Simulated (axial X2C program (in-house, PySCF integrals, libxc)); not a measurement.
# Linear PNC at several levels

Aim: the two bond lengths and stretching wavenumbers of linear PNC, with and without spin–orbit coupling, at PBE0, HF, BHandHLYP, MP2.

Program: an in-house X2C program for linear molecules on PySCF integrals. Level of theory: all-electron X2C, two-component (2c) or spin-free, P dyall-v3z, N dyall-av3z, C dyall-v3z. These are calculated values, not measurements.

All values are calculated.

2 further runs of the same task are left out: 2 set aside as unsound or not needed.

## Step 1: The job

task.json reads:

```json
{"zs": [15, 7, 6], "q": 0, "bas": ["dyall-v3z", "dyall-av3z", "dyall-v3z"], "r0": [1.77, 1.17], "symm": 0, "scan": ["PBE0", "HF", "BHandHLYP"], "levels": ["PBE0", "HF", "PBE"], "nst": 2}
```

Keys: zs atomic numbers; q charge; bas basis sets; r0 starting distance in Å; symm equal bonds; scan levels of the two-bond scan (MP2 follows by itself at each HF point); levels methods; nst determinants followed.

The run is started by

```console
$ python solin.py task.json out
```

Masses P 30.974, N 14.003, C 12.000 u.

## Step 2: Scan at PBE0, 2c

State: Ω = 1 (beyond evenly filled blocks: ω = -1/2, ω = 3/2). Energies above the lowest point, from the job's result record:

| r(P–N) (Å) | r(N–C) (Å) | E (meV) |
| --- | --- | --- |
| 1.6175 | 1.1573 | 73.67 |
| 1.6175 | 1.1870 | 25.80 |
| 1.6175 | 1.2167 | 60.19 |
| 1.6590 | 1.1573 | 39.66 |
| 1.6590 | 1.1870 | 0.00 |
| 1.6590 | 1.2167 | 43.21 |
| 1.6590 | 1.2464 | 153.37 |
| 1.7005 | 1.1573 | 52.88 |
| 1.7005 | 1.1870 | 20.06 |
| 1.7005 | 1.2167 | 70.66 |
| 1.7420 | 1.1870 | 76.46 |
| 1.7420 | 1.2464 | 257.97 |

A quadratic surface with cubic terms in each bond gives the minimum at 1.660 and 1.186 Å, force constants 4.21, 15.1 and coupling 0.96 mdyn/Å.

## Step 3: Scan at HF, 2c

State: Ω = 1 (beyond evenly filled blocks: ω = -1/2, ω = 3/2). Energies above the lowest point, from the job's result record:

| r(P–N) (Å) | r(N–C) (Å) | E (meV) |
| --- | --- | --- |
| 1.6175 | 1.1573 | 46.89 |
| 1.6175 | 1.1870 | 71.11 |
| 1.6175 | 1.2167 | 176.97 |
| 1.6590 | 1.1573 | 0.00 |
| 1.6590 | 1.1870 | 32.71 |
| 1.6590 | 1.2167 | 147.86 |
| 1.6590 | 1.2464 | 327.82 |
| 1.7005 | 1.1573 | 4.31 |
| 1.7005 | 1.1870 | 44.13 |
| 1.7005 | 1.2167 | 167.15 |
| 1.7420 | 1.1870 | 95.51 |
| 1.7420 | 1.2464 | 420.98 |

A quadratic surface with cubic terms in each bond gives the minimum at 1.675 and 1.161 Å, force constants 4.24, 17.6 and coupling 1.02 mdyn/Å.

## Step 4: Scan at BHandHLYP, 2c

State: Ω = 1 (beyond evenly filled blocks: ω = -1/2, ω = 3/2). Energies above the lowest point, from the job's result record:

| r(P–N) (Å) | r(N–C) (Å) | E (meV) |
| --- | --- | --- |
| 1.6175 | 1.1573 | 31.54 |
| 1.6175 | 1.1870 | 26.11 |
| 1.6175 | 1.2167 | 102.64 |
| 1.6590 | 1.1573 | 0.00 |
| 1.6590 | 1.1870 | 2.72 |
| 1.6590 | 1.2167 | 88.07 |
| 1.6590 | 1.2464 | 239.96 |
| 1.7005 | 1.1573 | 15.95 |
| 1.7005 | 1.1870 | 25.42 |
| 1.7005 | 1.2167 | 118.08 |
| 1.7420 | 1.1870 | 84.77 |
| 1.7420 | 1.2464 | 349.84 |

A quadratic surface with cubic terms in each bond gives the minimum at 1.661 and 1.171 Å, force constants 4.21, 16.4 and coupling 0.95 mdyn/Å.

## Step 5: The levels side by side

| level | r(P–N) (Å) | r(N–C) (Å) | lower stretch (cm⁻¹) | upper stretch (cm⁻¹) |
| --- | --- | --- | --- | --- |
| PBE0, 2c | 1.660 | 1.186 | 704.9 | 1996.3 |
| HF, 2c | 1.675 | 1.161 | 708.6 | 2150.5 |
| BHandHLYP, 2c | 1.661 | 1.171 | 705.2 | 2080.2 |
| MP2, 2c | 1.701 | 1.183 | 653.7 | 2184.9 |
| PBE0, spin-free | 1.660 | 1.186 | 705.0 | 1996.3 |
| HF, spin-free | 1.675 | 1.161 | 708.8 | 2150.5 |
| BHandHLYP, spin-free | 1.661 | 1.171 | 705.3 | 2080.3 |
| MP2, spin-free | 1.701 | 1.183 | 653.8 | 2185.1 |

Scans not shown above were run alike.

**Reading.** Over the levels the P–N bond spans 1.660 to 1.701 Å and the N–C bond 1.161 to 1.186 Å. At PBE0 spin–orbit coupling leaves both bonds unchanged to 0.001 Å. Each state is one determinant, the lowest of a limited PBE0 search; the stretches come from a fit to few points and are good to some per cent at best. MP2 freezes inner shells (threshold -2 hartree). The molecule was held linear; bending was not examined, so a bent shape may lie lower. Open-shell Ω = 0 determinants with evenly filled partner blocks cannot be reached by this program, so the Ω shown need not be the lowest component. Note: several unpaired electrons, one determinant need not be a pure state.
